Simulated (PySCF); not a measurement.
NO: from constants to spectrum

B3LYP constants of NO, ²Π (doublet), unpaired electrons π ↑ (basis N aug-cc-pVDZ, O aug-cc-pVDZ; no relativity; PySCF 2.14; masses 14.0031 and 15.9949 u):

| Item | Value |
| --- | --- |
| ωe | 1974.6 cm⁻¹ |
| ωexe | 12.4 cm⁻¹ |
| Be | 1.6953 cm⁻¹ |
| αe | 0.0158 cm⁻¹ |
| De to N + O | 6.59 eV |

What force constant and bond length do these constants imply?

Reduced mass μred = 7.4664 u; k = 5.8918×10⁻⁷·μred·ωe² (u, cm⁻¹, mdyn/Å) = 17.2 mdyn/Å; Re = √(16.8576/(μred·Be)) (u, cm⁻¹, Å) = 1.154 Å.

Estimate the centrifugal constant D from the Kratzer relation and find the Dunham coefficient a1.

D = 4Be³/ωe² = 5e-06 cm⁻¹; a1 = −1 − αeωe/(6Be²) = -2.81.

The state was picked by a PBE0 search and need not be the measured ground state.
